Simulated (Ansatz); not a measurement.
## [GeH3···H···H], doublet in cc-pVDZ: errors against RCCSDTQ

Geometry: a point of a hydrogen-transfer path between rigid fragments, not a stationary point.

```xyz
6

Ge   -0.0440    0.0000    0.0000
H    -0.5555    1.4466    0.0000
H    -0.5555   -0.7233    1.2528
H    -0.5555   -0.7233   -1.2528
H     1.9540    0.0000    0.0000
H     2.8840    0.0000    0.0000
```

Basis cc-pVDZ; Ansatz 0.2.0. Only valence electrons are correlated (noble-gas cores and the filled d shells of p-block atoms frozen), which leaves 9 electrons in 38 orbitals. Prefix R: restricted or restricted open-shell reference; prefix U: unrestricted. Active spaces: pair = (3e, 3o) about the gap; valence = (9e, 9o) chosen from the atoms' valence shells. No spin–orbit coupling is included, and no scalar relativity.

Full CI isn't at hand for all of this; RCCSDTQ serves as the reference, and is uncertain by about the last step of the cluster series. The frozen core follows each run's orbitals, which can shift R against U totals by a few meV for light atoms and by up to 0.1 eV past Ca.

For open shells CISD is restricted-active-space CI with the open shells as a complete middle space.

The UHF ⟨S²⟩ is 0.780. The T1 diagnostic (RCCSD) is 0.0205. The largest doubles amplitude (RCCSD) is 0.048.

| level | E − E(RCCSDTQ) (meV) | share of correlation (%) | wall time |
| --- | --- | --- | --- |
| RHF | 4540 | 0.00 | – |
| RMP2 | 1055 | 76.76 | – |
| CISD | 359 | 92.10 | 1.2 s |
| RCCSD | 97 | 97.86 | – |
| RCCSD(T) | 21 | 99.53 | 1.3 s |
| BCCD(T) | 21 | 99.53 | 1.5 s |
| RCCSDT | 2 | 99.95 | – |
| RCCSDT(Q) | 0 | 99.99 | 14 s |
| CASSCF (pair space) | 3879 | 14.56 | – |
| NEVPT2 (pair space) | 944 | 79.20 | 2.2 s |
| CASSCF (valence space) | 2631 | 42.06 | – |
| NEVPT2 (valence space) | 782 | 82.79 | 3.7 s |
| MRCISD (valence space) | 129 | 97.16 | – |
| MRCISD+Q (valence space) | 10 | 99.78 | 6 s |

The correlation energy at RCCSDTQ, counted from RHF, is -4.540 eV. That run took 52 s on 2 threads of AMD EPYC 7R13 with a shared H100 80 GB, shared host.

Run but not shown, since their state or frozen core can't be matched to the reference's or they repeat it: UHF, UMP2, UCCSD, UCCSD(T), UCCSDT, UCCSDT(Q).

Times hold each run's SCF and search for its determinant on a shared host, so for small cases they say little of a method's own cost; they ran on 1 thread of AMD EPYC 7R13.

Natural occupations of CASSCF (valence space) about the gap: 1.985 1.972 1.972 1.962 1.002 0.038 0.027 0.021 0.021; effectively unpaired electrons, Σ n²(2−n)², 1.02.
